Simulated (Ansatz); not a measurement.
Worked example: Si₂H₂⁺ (H-bridged), doublet against Si$_{2}$H$_{2}$ (H-bridged), singlet

Geometry (PBE0/def2-TZVP stationary point of a singlet), kept for both states (Si2H2 (H-bridged), singlet: A'; Si2H2⁺ (H-bridged), doublet: A''):

```yaml
atoms:
  - { symbol: Si, position_ang: [0.0000, 0.0641, 1.0054] }
  - { symbol: Si, position_ang: [0.0000, -0.0046, -1.0948] }
  - { symbol: H, position_ang: [0.0000, -0.3818, 2.4302] }
  - { symbol: H, position_ang: [0.0000, -1.2748, 0.0623] }
```

Basis 6-31G; Ansatz 0.2.0. Only valence electrons are correlated (noble-gas cores frozen). R marks a restricted (for open shells ROHF) determinant, U an unrestricted one.

Full CI is exact within this basis and frozen core; it isn't the basis-set limit. The frozen core follows each run's orbitals, which can shift R against U totals by a few meV.

Unrestricted rows (U, and Kohn–Sham where it breaks symmetry) aren't spin-pure: their determinants' ⟨S²⟩ exceeds S(S+1) by up to 0.39, so they mix in states of higher spin.

| level | E(Si2H2 (H-bridged), singlet) (hartree) | E(Si2H2⁺ (H-bridged), doublet) (hartree) |
| --- | --- | --- |
| UHF | -578.810593 | -578.539117 |
| RCCSD(T) | -578.949547 | -578.658310 |
| PBE | -579.707555 | -579.398961 |
| wB97M-V | -579.949569 | -579.646649 |
| full CI | -578.951017 | -578.659672 |

Give the vertical gap, Si2H2⁺ (H-bridged) doublet less Si2H2 (H-bridged) singlet, at each level in eV (1 hartree = 27.2114 eV), and each error against full CI.

full CI: (-578.659672 − (-578.951017)) × 27.2114 = 7.928 eV (the reference)
wB97M-V: (-579.646649 − (-579.949569)) × 27.2114 = 8.243 eV, error 0.315 eV
PBE: (-579.398961 − (-579.707555)) × 27.2114 = 8.397 eV, error 0.469 eV
RCCSD(T): (-578.658310 − (-578.949547)) × 27.2114 = 7.925 eV, error -0.003 eV
UHF: (-578.539117 − (-578.810593)) × 27.2114 = 7.387 eV, error -0.541 eV

Total energies of functionals can't be set beside those of wave-function methods, since they hold the core's correlation and their own absolute errors; only the differences compare.

The set has no polarisation functions, so the order and spacing of states can differ from the basis-set limit.

In so small a basis the reference is far from its limit while semilocal and hybrid functionals are nearer theirs, so the functionals' errors here hold much of the reference's basis and frozen-core error, which can add to them or hide them.

Each level lands on the state that its own search finds. T1 diagnostics of restricted CCSD: 0.018 and 0.019.
